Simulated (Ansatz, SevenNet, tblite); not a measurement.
## Chalcopyrite CdGeAs2, elastic constant C12

Reference value: 59.6 GPa (measured, temperature not stated, no zero-point or thermal correction; as tabulated in Oses et al. (2018), arXiv:1811.08464).

```json
[
 {"level (code)": "GFN1-xTB (tblite)", "value (GPa)": "13.0", "cell (Å³/atom)": "25.47"},
 {"level (code)": "SevenNet-0", "value (GPa)": "45.0", "cell (Å³/atom)": "26.41"},
 {"level (code)": "SevenNet-l3i5", "value (GPa)": "44.5", "cell (Å³/atom)": "26.38"},
 {"level (code)": "PBEsol (Ansatz)", "value (GPa)": "…", "cell (Å³/atom)": "24.96"}
]
```

Task: What belongs in the gaps?

Result: 
- PBEsol (Ansatz, an electronic-structure program), value (GPa): 47.5

Differences against the reference: GFN1-xTB -78 %, SevenNet-0 -24 %, SevenNet-l3i5 -25 %, PBEsol -20 %.

Of the ranked levels PBEsol (-20 %) comes nearest. Among them GFN1-xTB (-78 %) misses by most. All 4 levels lie below the reference.

The reference isn't brought to a static lattice, while the calculations are for one, so the differences are not the levels' errors alone.  GFN1-xTB: the method was fitted mainly to molecules. GFN1-xTB: the run uses a supercell at the zone centre in place of a k mesh. Each level is taken at its own relaxed cell. Ansatz's density-functional and Hartree–Fock values are scalar-relativistic unless marked +SOC, with PAW data made under PBE.

Machine-learned potentials (SevenNet-0, SevenNet-l3i5) are trained on DFT data: a solid inside that data is no test of them.

Differences are worked out from the printed values.
